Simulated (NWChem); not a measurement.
Lowest excitation of BF3

SMILES: FB(F)F
```xyz
4

B      0.0000     0.0000     0.0000
F      0.0000     0.0000     1.3232
F      1.1460     0.0000    -0.6616
F     -1.1460     0.0000    -0.6616
```
Charge 0, spin multiplicity 1.

Everything below was run with NWChem. All single points use one geometry, from PBE/def2-SVP, a minimum by its harmonic frequencies.

Basis set: def2-SVP.

```csv
method,lowest vertical singlet excitation energy (eV),relative cost,difference from EOM-CCSD
TD-BHandHLYP,11.49,4,-0.19
EOM-CCSD,11.68,6,0.00
TD-PBE,9.50,under 3,-2.18
CIS,13.67,1,+1.98
TD-B3LYP,10.29,4,-1.40
```

The values span 4.16 eV, from TD-PBE (lowest) to CIS (highest). The cost column gives rough processor time relative to CIS; each entry includes its own SCF.

The correlated methods keep 4 core orbitals frozen. B3LYP has NWChem's definition, with VWN1-RPA local correlation. The structure started from a generated list of species. Coupled-cluster values serve here as a point of comparison, not as the truth.
